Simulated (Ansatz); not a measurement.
# H2S (triplet): wave-function methods side by side at distance H1–H2 along a hydrogen transfer = 0.859 Å, cc-pVDZ

Aim: climb from Hartree-Fock through coupled cluster and multireference methods for H2S (triplet) at one geometry and basis, and see what each rung misses.

Computed with Ansatz 0.2.0, Gaussian basis. Level: cc-pVDZ, core rule «outside noble gas», up to 5 orbitals frozen.

The runs, in order: UHF; CCSD(T) on ROHF; CCSD(T) on UHF; BCCD(T) on ROHF; CISD; CCSDT(Q) on ROHF; CCSDT(Q) on UHF; CCSDTQ on ROHF; CCSDTQ on UHF; CASSCF and MRCISD+Q, 4 electrons in 4 orbitals; CASSCF and NEVPT2, 4 electrons in 4 orbitals; CASSCF and MRCISD+Q, 8 electrons in 6 orbitals; CASSCF and MRCISD+Q(relaxed), 8 electrons in 6 orbitals; CASSCF and NEVPT2, 8 electrons in 6 orbitals; Full CI.

## 1. The geometry

The geometry derives from fragments relaxed apart (PBE0/def2-TZVP) and kept rigid, so it is no stationary point. A hydrogen atom is moved between rigid fragments.

3 atoms, charge 0, spin multiplicity 3.

Atoms are counted from 1 here; the program's logs count them from 0.

Bond lengths: H2–S3 1.533 Å.

## 2. UHF

in.yaml

```yaml
crystal:
  periodic: [false, false, false]
  atoms:
    - {symbol: H, position_ang: [0.000000, 0.000000, -1.083667]}
    - {symbol: H, position_ang: [0.000000, 0.000000, -0.224667]}
    - {symbol: S, position_ang: [0.000000, 0.000000, 1.308333]}
basis:
  gaussian: {orbitals: cc-pVDZ}
magnetization: {spin_polarized: true, initial_magnetization: 2}
hamiltonian: {xc: hf}
output: {orbitals: {seedname: orbitals}}
```

On the command line:

```bash
$ ansatz run in.yaml --threads 1 --pin off --events-out ev --progress --plain --max-ram 4096MiB --backend cpu
```

After this run come: CCSD(T) on ROHF; CCSD(T) on UHF; BCCD(T) on ROHF; CISD; CCSDT(Q) on ROHF; CCSDT(Q) on UHF; CCSDTQ on ROHF; CCSDTQ on UHF; CASSCF and MRCISD+Q, 4 electrons in 4 orbitals; CASSCF and NEVPT2, 4 electrons in 4 orbitals; CASSCF and MRCISD+Q, 8 electrons in 6 orbitals; CASSCF and MRCISD+Q(relaxed), 8 electrons in 6 orbitals; CASSCF and NEVPT2, 8 electrons in 6 orbitals; Full CI.

**Question.** What will the summary of the whole plan be? Wanted: FCI below the RHF energy; RMP2 from FCI; UMP2 from FCI; RCCSD from FCI; RCCSD(T) from FCI; UCCSD(T) from FCI; RCCSDT(Q) from FCI; UCCSDT(Q) from FCI; NEVPT2 pair from FCI.

**Answer**, as computed:

```
                         quantity                                                                                                                             value
         FCI below the RHF energy                                                                                                                        -4.4024 eV
                    RMP2 from FCI                                                                                                                   +17.72 kcal/mol
                    UMP2 from FCI                                                                                                                   +18.51 kcal/mol
                   RCCSD from FCI                                                                                                                    +2.07 kcal/mol
                RCCSD(T) from FCI                                                                                                                    +0.42 kcal/mol
                UCCSD(T) from FCI                                                                                                                    +0.42 kcal/mol
               RCCSDT(Q) from FCI                                                                                                                    +0.01 kcal/mol
               UCCSDT(Q) from FCI                                                                                                                    +0.01 kcal/mol
             NEVPT2 pair from FCI                                                                                                                   +15.86 kcal/mol
          NEVPT2 valence from FCI                                                                                                                   +19.91 kcal/mol
        MRCISD+Q valence from FCI                                                                                                                    -0.29 kcal/mol
levels within 1 kcal/mol (43 meV)  RCCSD(T), UCCSD(T), BCCD(T), RCCSDT, UCCSDT, RCCSDT(Q), UCCSDT(Q), RCCSDTQ, UCCSDTQ, MRCISD+Q valence, MRCISD+Q(relaxed) valence
                    T1 diagnostic                                                                                                                             0.022
   effectively unpaired electrons                                                                                                                              2.03
```

What this shows: RCCSD(T) misses by +0.42 kcal/mol, 0.4 % of the correlation energy. MRCISD+Q valence, MRCISD+Q(relaxed) valence fall below full CI: the +Q correction isn't variational, and the cores differ from full CI's. One determinant dominates. Of the multireference levels listed MRCISD+Q valence comes nearest in total energy (-0.29 kcal/mol), which doesn't show that its space is the better one. These misses are within one basis, not against nature; the frozen cores of restricted and unrestricted runs differ, which can shift their rows.
